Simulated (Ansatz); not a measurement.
Two shapes of singlet CH₃Cl.

Shape 1:

```xyz
5

C     0.0000    0.0000   -1.1193
Cl    0.0000    0.0000    0.6560
H     0.0000   -1.0366   -1.4786
H    -0.8977    0.5183   -1.4786
H     0.8977    0.5183   -1.4786
```

Shape 2:

```xyz
5

C     0.0000    0.0000   -1.0298
Cl    0.0000    0.0000    0.6035
H     0.0000   -0.9537   -1.3603
H    -0.8259    0.4768   -1.3603
H     0.8259    0.4768   -1.3603
```

Basis set: 6-31G* (spherical functions). Left uncorrelated: 6 orbitals. Charge 0, multiplicity 1.

Computed with Ansatz (development build ahead of 0.2.0); each method stands on the lowest determinant of its kind that the runs found.

Problem. Which shape is lower in energy, and by how much in each method?

Solution.

| method | E(2) − E(1) (eV) |
| --- | --- |
| RHF | 0.655 |
| RHF-MP2 | 0.731 |

Shape 1 is lower. Caution: no unrestricted run beside it, a lower state can exist.
